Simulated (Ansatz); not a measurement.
## Ansatz (development build ahead of 0.2.0) run

```yaml
crystal:
  periodic: [false, false, false]
  atoms:
    - { symbol: Mg, position_ang: [0.0, 0.0, 0.0] }
    - { symbol: O, position_ang: [0.0, 0.0, 2.06] }
basis:
  gaussian: { orbitals: def2-SVP }
magnetization:
  spin_polarized: true
hamiltonian:
  xc: hf
correlation:
  method: mp2
  frozen_orbitals: { Mg: 1, O: 1 }
output:
  forces: true
```

The input is written out in the form of the current development build from the run's settings.

Results

| Property | Result |
| --- | --- |
| Converged | yes |
| Reference energy | -274.29205 hartree |
| Correlation energy | -0.16312 hartree |
| Total energy | -274.45517 hartree |
| Spin squared of the determinant | 1.007 |
| Stability test | minimum |

Forces (eV/Å):
```tsv
atom	Fx	Fy	Fz
Mg1	0.000	0.000	1.783
O2	0.000	0.000	-1.783
```

Caution: bonds are stretched, where a single reference can fail; the unrestricted determinant is a mixture of spin states.
